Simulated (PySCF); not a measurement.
HN2, SMILES N#[NH+], charge +1. Geometry: PBE0-D3(BJ)/def2-TZVPD. The isomer is the one that the SMILES or the coordinates give; other isomers of the formula were not compared.

TDA-LC-ωPBE/def2-TZVPD (PySCF) puts the lowest singlet excitations at 9.58, 10.12, 10.12, 10.63, 10.63, 15.06 eV and the lowest triplet (TDA) at 7.61 eV.

### Question
What are the lowest singlet roots from EOM-CCSD/aug-cc-pVDZ in PySCF? (Estimate from the structure and the level; the computed values follow.)

### Answer
10.44, 10.53, 10.53, 10.88, 10.88, 14.41 eV; triplets 7.79, 8.42, 8.42 eV. S1 differs by 0.86 eV (second minus first; roots are paired by order, and the bases may differ).
